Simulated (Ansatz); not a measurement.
What a trial cell of Si2B relaxes into

All numbers below come from Ansatz, DFT r2SCAN, scalar-relativistic, plane waves, PAW. Cutoff 500 eV, Γ-centred k mesh, Gaussian smearing, no spin polarisation in the final step.

Si2B was placed on the cuprite structure type (Pn-3m, No. 224), with B in place of O, Si in place of Cu, at a guessed volume.

```
CELL_PARAMETERS angstrom
4.34288 0.00000 0.00000
0.00000 4.34288 0.00000
0.00000 0.00000 4.34288
ATOMIC_POSITIONS crystal
Si 0.25000 0.25000 0.25000
Si 0.25000 0.75000 0.75000
Si 0.75000 0.75000 0.25000
Si 0.75000 0.25000 0.75000
B 0.00000 0.00000 0.00000
B 0.50000 0.50000 0.50000
```

Cell and atoms relax at zero pressure; the relaxation can't lower the symmetry of the start. After a coarse first stage the cell is made exact in the group found at 0.06 Å.

Formation energies are uncorrected and refer to the elements' standard structures at the same level.

(1) What does it relax into?

(2) What are its volume, energy, density and gap?

Answers

(1) It keeps Pn-3m (No. 224). The result has the cuprite structure. Conventional cell: a = 4.528 Å. Si has 2 B at 1.96 Å; B is coordinated by 4 Si at 1.96 Å.

```xyz
6
Lattice="4.5282 0.0000 0.0000 0.0000 4.5282 0.0000 0.0000 0.0000 4.5282" Properties=species:S:1:pos:R:3 pbc="T T T"
Si    1.1320    1.1320    1.1320
Si    1.1320    3.3961    3.3961
Si    3.3961    3.3961    1.1320
Si    3.3961    1.1320    3.3961
B     0.0000    0.0000    0.0000
B     2.2641    2.2641    2.2641
```

(2) The volume per atom is 15.47 Å³ and the density is 2.40 g/cm³. The energy over the elements is 1.01 eV/atom. The gap on the 8×8×8 mesh is 0 eV (a metal).

The final run used a 8×8×8 mesh on its 6-atom cell and 0.10 eV smearing. For metals, differences of a few meV/atom aren't resolved. Symmetry constrained the relaxation, so the result can be a saddle point. The steps took of the order of 60 core-seconds in all.

Cost: 3 runs of about 0.95 core-minutes in all, on Arm Neoverse V1 (shared hosts).